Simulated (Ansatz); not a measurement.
Geometry optimisation, Ansatz, RKS PBE0-D4/def2-SVP.

Input file:

```yaml
crystal:
  periodic: [false, false, false]
  atoms:
    - { symbol: Al, position_ang: [0.0, 0.0, 0.0] }
    - { symbol: H, position_ang: [1.0441, 0.0, 1.4169] }
    - { symbol: "N", position_ang: [2.084, 0.0, 0.3891] }
    - { symbol: H, position_ang: [2.5506, -0.9179, 0.1373] }
    - { symbol: H, position_ang: [2.5353, 0.9179, 0.1109] }
    - { symbol: C, position_ang: [-1.706, 0.0, -0.985] }
    - { symbol: H, position_ang: [-2.2662, -0.9305, -0.7558] }
    - { symbol: H, position_ang: [-2.3102, 0.8797, -0.6796] }
    - { symbol: H, position_ang: [-1.5043, 0.0508, -2.0753] }
basis:
  gaussian: { orbitals: def2-SVP }
hamiltonian:
  xc: pbe0
  dispersion: d4
relax:
  f_tol: 0.15
  max_steps: 25
  restrain:
    - { distance: [1, 2], at: 1.06, k: 30.0 }
    - { distance: [0, 1], at: 2.76, k: 30.0 }
    - { distance: [0, 2], at: 3.12, k: 30.0 }
output:
  orbitals: {}
```

Run as:

```bash
$ ansatz run input.yaml --threads 1 --pin off --max-ram 2048MiB --backend cpu --events-out ev --progress --plain --runs-dir out
```

Task: Where does it end, and by what steps?

Result: It converged. The restraints hold the end off the free minimum. After 19 steps the energy has fallen by 2.186 eV (the restraints' own energy left out); Al1 moved furthest, 1.49 Å. Parted: Al1–N3 (2.12 → 3.12 Å). Joined: H2–N3 (1.46 → 1.04 Å).

```csv
step,energy less start (eV),largest force component (eV/Å),accepted
0,0.0000,2.265,yes
1,0.7216,4.032,yes
2,1.1995,6.691,yes
3,0.4170,7.504,yes
4,-1.0014,2.632,yes
5,-1.6003,1.431,yes
6,-1.8265,1.393,yes
7,-1.9389,0.732,yes
8,-1.9976,0.648,yes
9,-2.0560,0.724,yes
10,-2.0974,0.674,yes
11,-2.1319,0.946,yes
12,-2.1621,0.833,yes
13,-2.1725,0.788,yes
14,-2.1794,0.716,yes
15,-2.1778,0.696,no
16,-2.1822,0.690,yes
17,-2.1836,0.716,yes
18,-2.1845,0.693,yes
19,-2.1864,0.693,yes
```

```xyz
9
Properties=species:S:1:pos:R:3
Al -0.884 0.639 1.017
H 1.788 -0.028 1.235
N 2.015 -0.203 0.240
H 1.428 -0.959 -0.109
H 1.818 0.643 -0.294
C -1.351 0.072 -0.846
H -1.247 -1.026 -0.975
H -2.408 0.314 -1.080
H -0.732 0.549 -1.630
```

Run time: 47 s on 1 thread of Arm Neoverse V1, on a shared host, peak memory 0.16 GiB.
